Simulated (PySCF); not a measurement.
**MgP: bond curves at several levels of theory**

An exercise on one series of results from a longer session: the logs are not shown, and one member is left open.

The runs use PySCF 2.14.0; Mg STO-3G, P STO-3G, no relativity.

The first run:

The job is set up so:

```yaml
atoms: Mg, P
charge: 0
basis: Mg STO-3G, P STO-3G
Hamiltonian: no relativity
basis_functions: 18
electrons_treated: 27
masses_in_u: 23.9850, 30.9738
levels: PBE0, PBE, r²SCAN, M06-2X, B3LYP, LDA, CAM-B3LYP, HF, MP2, SCS-MP2, CCSD, CCSD(T)
grid: 80 radial by 434 angular points
occupations: held fixed by the projection of orbital angular momentum
dissociation_limit: Mg + P, each in its ground configuration
starting_distance_in_angstrom: 2.420
values_of_2S_to_try: 1, 3
```

On the command line:

```
$ OMP_NUM_THREADS=1 python dia.py task.json out
```

Among the steps run: The job; First curve: PBE0; Excited determinants; PBE (GGA); r²SCAN; M06-2X; B3LYP (global hybrid GGA); LDA (local density); CAM-B3LYP; UHF (mean field); Correlated methods on the Hartree–Fock reference.

One table of the session follows, with a row left open; its other results are not shown here.

Energy (eV) from each level's lowest point:

| R (Å) | UHF | UHF-MP2 | UHF-SCS-MP2 | UHF-CCSD | UHF-CCSD(T) |
| --- | --- | --- | --- | --- | --- |
| 2.024 | 0.905 | 0.921 | 0.939 | n/a | n/a |
| 2.118 | 0.391 | 0.407 | 0.420 | 0.457 | 0.457 |
| 2.212 | 0.112 | 0.124 | 0.131 | 0.158 | 0.158 |
| 2.282 | 0.019 | 0.025 | 0.029 | 0.044 | 0.044 |
| 2.353 | 0.000 | 0.000 | 0.000 | 0.000 | 0.000 |
| 2.424 | 0.036 | 0.028 | 0.025 | 0.006 | 0.007 |
| 2.518 | ? | ? | ? | ? | ? |
| 2.635 | 0.309 | 0.271 | 0.257 | 0.177 | 0.181 |
| 2.776 | 0.507 | 0.439 | 0.416 | 0.314 | 0.320 |
| 2.965 | 0.702 | 0.584 | 0.547 | n/a | n/a |

**Question.** Estimate the row for R (Å) = 2.518.

Worked estimate for «UHF». A straight line through the neighbours (2.424, 0.036) and (2.635, 0.309) gives 0.036 + (0.309 − 0.036) × (2.518 − 2.424) / (2.635 − 2.424) = 0.158; a parabola fitted to 4 rows on both sides gives 0.151.

The run gave: UHF: 0.140; UHF-MP2: 0.120; UHF-SCS-MP2: 0.112; UHF-CCSD: 0.065; UHF-CCSD(T): 0.066. In «UHF» the line misses by +0.018 and the parabola by +0.011.
